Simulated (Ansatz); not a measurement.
Geometry optimisation, Ansatz 0.2.0, RKS PBE0/6-31G*.

Input file:

```yaml
crystal:
  periodic: [false, false, false]
  atoms:
    - { symbol: B, position_ang: [0.0, 0.0, 0.0] }
    - { symbol: C, position_ang: [0.0, 0.0, 1.95] }
    - { symbol: H, position_ang: [-0.9996, -0.3092, 2.3205] }
    - { symbol: H, position_ang: [0.7676, -0.7111, 2.3205] }
    - { symbol: H, position_ang: [0.232, 1.0203, 2.3205] }
    - { symbol: H, position_ang: [1.0305, 0.0, -0.595] }
    - { symbol: H, position_ang: [-1.0305, 0.0, -0.595] }
    - { symbol: "N", position_ang: [-0.2369, -1.7396, 0.5833] }
    - { symbol: H, position_ang: [-0.6522, -2.4652, -0.0683] }
    - { symbol: H, position_ang: [0.0425, -2.0107, 1.5692] }
    - { symbol: H, position_ang: [-0.1566, -1.1499, 1.6165] }
basis:
  gaussian: { orbitals: "6-31G*" }
hamiltonian:
  xc: pbe0
relax:
  f_tol: 0.15
  max_steps: 25
  restrain:
    - { distance: [0, 7], at: 1.55, k: 30.0 }
    - { distance: [10, 1], at: 1.11, k: 30.0 }
    - { distance: [0, 1], at: 2.8, k: 30.0 }
    - { distance: [10, 7], at: 2.26, k: 30.0 }
```

Run as:

```bash
$ ansatz run input.yaml --threads 1 --pin off --max-ram 2048MiB --backend cpu --events-out ev --progress --plain --runs-dir out
```

Task: Where does it end, and by what steps?

Result: The forces met the threshold. The restraints hold the end off the free minimum; the threshold counts their pulls, which the force column leaves out. Restrained pairs: B1–N8 (1.85 → 1.47 Å), C2–H11 (1.21 → 1.10 Å), B1–C2 (1.95 → 2.81 Å), N8–H11 (1.19 → 2.27 Å). After 14 steps the energy has fallen by 7.636 eV (the restraints' own energy left out); H10 moved furthest, 1.60 Å.

| step | energy less start (eV) | largest force component (eV/Å) | accepted |
| --- | --- | --- | --- |
| 0 | 0.0000 | 5.382 | yes |
| 1 | -0.4697 | 4.030 | yes |
| 2 | -0.6147 | 4.656 | yes |
| 3 | -2.2974 | 5.217 | yes |
| 4 | -4.4406 | 3.576 | yes |
| 5 | -5.9474 | 2.847 | yes |
| 6 | -6.7323 | 2.038 | yes |
| 7 | -7.0602 | 2.237 | yes |
| 8 | -7.3203 | 2.381 | yes |
| 9 | -7.5485 | 2.626 | yes |
| 10 | -7.5962 | 2.748 | yes |
| 11 | -7.6262 | 2.579 | yes |
| 12 | -7.6151 | 2.440 | no |
| 13 | -7.6314 | 2.532 | yes |
| 14 | -7.6357 | 2.595 | yes |

```xyz
11
Properties=species:S:1:pos:R:3
B 0.089 -0.578 -0.246
C -0.145 0.070 2.479
H -0.841 0.148 3.319
H 0.878 0.025 2.859
H -0.253 0.953 1.845
H 1.216 -0.198 -0.114
H -0.815 0.135 -0.571
N -0.191 -2.003 -0.051
H -1.106 -2.405 -0.182
H 0.524 -2.672 0.190
H -0.359 -0.839 1.894
```

Time of the run: 34 s on 1 thread of Arm Neoverse V1, on a shared host, peak memory 0.13 GiB.
